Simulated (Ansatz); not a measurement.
Species: BCl$_{3}$, charge 0, singlet. BCl3 (trichloroborane, SMILES ClB(Cl)Cl).
B3LYP-D3(BJ)/def2-TZVP minimum from Ansatz (a first-principles code):
```xyz
4

B      0.0000     0.0000     0.0000
Cl     0.0051     1.7450    -0.0247
Cl     1.5085    -0.8773    -0.0189
Cl    -1.5136    -0.8677     0.0437
```

Total energies in cc-pV(D+d)Z, 24 correlated electrons, 16 frozen orbitals. Open shells are spin-unrestricted; no spin-orbit coupling. Correlated methods leave the cores frozen. No relativity.

| method | program | energy (Eh) | minus CCSDT(Q) (mEh) |
|---|---|---|---|
| HF | Ansatz | -1403.33006 | 549.89 |
| MP2 | Ansatz | -1403.82461 | 55.34 |
| CCSD | Ansatz | -1403.86265 | 17.30 |
| CCSD(T) | Ansatz | -1403.87787 | 2.08 |
| CCSDT(Q) | Ansatz | -1403.87995 | 0.00 |

Rough core times of Ansatz's runs on a shared machine: CCSD(T) under 20 s, CCSDT(Q) 8 min.
